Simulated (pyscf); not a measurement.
5 gas-phase steps of one pattern: four-centre exchange on the singlet surface, Al–H + H–O or Ga–H + H–O or H–In + H–O broken and Al–O + H–H or Ga–O + H–H or H–H + In–O formed. Optimised with ωB97X-D3(BJ)/def2-SVP in PySCF. Electronic energies in kJ/mol, between the relaxed ends of the descent from the saddle (adducts or complexes of the species named), with the reactant end as zero; ΔE‡ and ΔE at ωB97X-D3(BJ)/def2-TZVP. Rows were drawn at random from the steps of this pattern with a verified saddle, stable references and a bound adduct at one end at least.

```tsv
row	step	ΔE	ΔE‡
1	H₃C–AlH–OH + H₂O → H₃C–Al(OH)–OH + H₂	-42.5	64.7
2	HO–AsH–OH + GaH₃ -> HO–AsH–O–GaH₂ + H₂	-35.8	93.8
3	H₂P–GaH–PH₂ + H₂O → HO–Ga(PH₂)–PH₂ + H₂	+5.5	111.5
4	H₃C–InH₂ + H₂O -> H₃C–InH–OH + H₂	+19.1	97.9
5	H₂As–InH₂ + H₂O -> HO–InH–AsH₂ + H₂	+24.6	?
```

### Question
Fit ΔE‡ = a + b·ΔE to the other rows and predict row 5.

### Answer
Over the 4 complete rows the means are -13.4 (ΔE) and 92.0 (ΔE‡); least squares gives b = 0.48 and a = 98.4 kJ/mol, with residuals of 11.6 kJ/mol (root mean square; largest 13.3, row 1). For row 5: 98.4 + 0.48 × (+24.6) = 110.2 kJ/mol, an extrapolation. The computed barrier is 106.2 kJ/mol, 4.0 under the line. The scatter is large against the spread of the barriers, so the line says little here. Each barrier is that of the saddle found. Elements up to Kr have no core potential and no relativistic terms here. Elements past Kr carry the def2 core potentials, without spin-orbit coupling.
